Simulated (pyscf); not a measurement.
PySCF, gas phase, ωB97X-D3(BJ)/def2-SVP geometries.

Task: PBE/def2-TZVP puts the barrier of H₂O (SMILES O) + HO–ZrH(F)–F (SMILES [OH][ZrH]([F])[F]) -> HO–Zr(OH)(F)–F (SMILES [OH][Zr]([OH])([F])[F]) + H₂ (SMILES [H][H]) (four-centre exchange; singlet surface; H–O, H–Zr broken, O–Zr, H–H formed) at -7.8 kcal/mol and the reaction energy at -37.2 kcal/mol, from the separated reactants. What do B3LYP-D3(BJ)/def2-TZVP, PBE0-D3(BJ)/def2-TZVP, ωB97M-D3(BJ)/def2-TZVP give on the same structures?

Result: B3LYP-D3(BJ): ΔE‡ = -5.6 kcal/mol, ΔE = -38.3 kcal/mol; PBE0-D3(BJ): ΔE‡ = -6.6 kcal/mol, ΔE = -36.6 kcal/mol; ωB97M-D3(BJ): ΔE‡ = -4.1 kcal/mol, ΔE = -36.8 kcal/mol. PBE's barrier lies under all of them, by 1.2 to 3.7 kcal/mol. Its reaction energy lies among theirs. On the reactant side the descent ends in an adduct with a O–Zr contact (not fully relaxed), 17.2 kcal/mol under the separated species and 10.8 kcal/mol under the saddle at ωB97X-D3(BJ)/def2-TZVP. At PBE, B3LYP-D3(BJ), PBE0-D3(BJ), ωB97M-D3(BJ) the saddle lies under the separated reactants, which points to a path from their complex (located at ωB97X-D3(BJ) alone). What is counted as formed (O–Zr) is already present as a longer contact in the reactant adduct; forming that adduct is a step of its own. At the saddle there is also a short H–Zr contact that neither side keeps. At ωB97X-D3(BJ)/def2-TZVP the barrier from the zero used here is -6.4 kcal/mol. One saddle was located; it need not be the lowest between these sides. Elements past Kr carry the def2 core potentials, without spin-orbit coupling.
